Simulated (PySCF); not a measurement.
**Towards the basis-set limit for S₂**

State: triplet, unpaired electrons π ↑↑. De refers to S + S. ROHF-based CCSD(T) in PySCF 2.14 with S cc-pV(T+d)Z and S cc-pV(Q+d)Z (frozen core orbitals: 10; no relativity). Correlation energies are extrapolated as n⁻³ (n = 3, 4), Hartree–Fock as (n+1)·exp(−9√n). CV is the change on freezing 2 orbitals instead, in S cc-pwCVTZ. SR is the spin-free X2C energy in S cc-pVTZ-DK less the non-relativistic one in S cc-pVTZ.

| Level | Re (Å) | ωe (cm⁻¹) | ωexe (cm⁻¹) | αe (cm⁻¹) | De (eV) |
| --- | --- | --- | --- | --- | --- |
| CCSD(T)/TZ | 1.9057 | 718.8 | 2.70 | 0.00153 | 4.134 |
| CCSD(T)/QZ | 1.8969 | 728.7 | 2.74 | 0.00154 | 4.336 |
| HF/CBS | 1.8587 | 823.5 | 2.25 | 0.00128 | 2.171 |
| MP2/CBS | 1.8994 | 710.2 | 3.29 | 0.00170 | 4.895 |
| CCSD/CBS | 1.8802 | 763.6 | 2.57 | 0.00145 | 4.145 |
| CCSD(T)/CBS | 1.8921 | 735.1 | 2.75 | 0.00154 | 4.471 |
| CCSD(T)/CBS+CV | 1.8882 | 737.8 | 2.76 | 0.00154 | 4.495 |
| CCSD(T)/CBS+CV+SR | 1.8883 | 736.1 | 2.75 | 0.00154 | 4.483 |

How much is left between CCSD(T)/QZ and the basis-set limit, and how much do the triples give at the limit?

CCSD(T)/CBS less CCSD(T)/QZ: -4.8 mÅ in Re, +6.4 cm⁻¹ in ωe and +0.135 eV in De. CCSD(T)/CBS less CCSD/CBS: +11.9 mÅ in Re, -28.5 cm⁻¹ in ωe and +0.326 eV in De.

What do the later terms add?

CV: -3.9 mÅ in Re, +2.7 cm⁻¹ in ωe and +0.024 eV in De; SR: +0.1 mÅ in Re, -1.7 cm⁻¹ in ωe and -0.012 eV in De, each against the row above.

Measured (Huber and Herzberg, Constants of Diatomic Molecules (1979)): Re = 1.8892 Å, ωe = 725.65 cm⁻¹, ωexe = 2.844 cm⁻¹. The last row is off by -0.9 mÅ and 10.4 cm⁻¹.

The T1 diagnostic is 0.019. Spin–orbit coupling, excitations beyond (T) and corrections to the Born–Oppenheimer picture are left out.

The whole job (state search and all basis sets along the bond) took about 48 min on 4 threads of Arm Neoverse V2 (shared host), peak memory 12 GiB.
